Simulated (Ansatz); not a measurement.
**GaH$_{2}$⁺, triplet along the angle H2-Ga1-H3**

Starting geometry (PBE0/def2-TZVP stationary point for this spin, not checked as a minimum):

```yaml
atoms:
  - { symbol: Ga, position_ang: [0.0000, 0.0000, -0.0402] }
  - { symbol: H, position_ang: [0.0000, 1.0383, 1.3910] }
  - { symbol: H, position_ang: [0.0000, -1.0383, 1.3910] }
```

From there the angle named below is changed in its plane at fixed bond lengths, both arms turning rigidly about the middle atom; atoms are numbered as listed. Energies are in kcal/mol, counted from the starting geometry at the same level.

Basis cc-pVTZ; Ansatz 0.2.0. Only valence electrons are correlated (noble-gas cores and the filled d shells of p-block atoms frozen). R marks a restricted (for open shells ROHF) determinant, U an unrestricted one. Active spaces: valence = (4e, 6o) chosen from the atoms' valence shells. No spin–orbit coupling is included, and no scalar relativity.

Unrestricted rows (U) aren't spin-pure: their determinants' ⟨S²⟩ exceeds S(S+1) by up to 0.12, so they mix in states of higher spin. Runs in a small pair space aren't shown, since their orbitals change along the scan. The frozen core of the U runs drifts against the reference's along the scan: U less R at the highest common level changes by 12 meV, which enters the U errors.

Full CI is exact within this basis and frozen core; it isn't the basis-set limit. The frozen core follows each run's orbitals, which can shift R against U totals by a few meV for light atoms and by up to 0.1 eV past Ca.

```tsv
angle H2-Ga1-H3 (°)	full CI	unpaired electrons (full CI)	error UHF	error UMP2	error RCCSD(T)	error BCCD(T)	error UCCSDT	error MRCISD+Q (valence space)
71.9	0.0	2.03	0.0	0.0	0.0	0.0	0.0	0.0
73.6	0.1	2.03	-0.1	0.0	0.0	0.0	0.0	0.0
89.2	2.7	2.03	-0.5	0.3	0.0	0.0	0.0	0.0
106.3	8.1	2.04	-0.6	0.7	0.0	0.0	0.0	0.0
125.9	16.5	2.04	-0.5	1.2	0.0	0.0	0.0	0.0
143.1	25.5	2.05	-0.6	1.4	0.0	0.0	0.1	0.0
155.6	32.6	2.05	-0.6	1.5	0.0	0.0	0.1	0.0
180.0	42.2	2.04	1.8	0.2	0.0	-0.1	0.3	0.3
```

Unpaired electrons are Σ n²(2−n)² over natural occupations. Errors are those of relative energies. In total energy the starting point itself misses full CI by: UHF 34.7, UMP2 10.8, RCCSD(T) 0.2, BCCD(T) 0.3, UCCSDT -0.3, MRCISD+Q (valence space) 0.1 kcal/mol.

Spread of the error over the points with a reference, to 180.0 ° (largest less smallest): RCCSD(T) 0.1, BCCD(T) 0.1, UCCSDT 0.3, MRCISD+Q (valence space) 0.3, UMP2 1.5, UHF 2.4 kcal/mol.
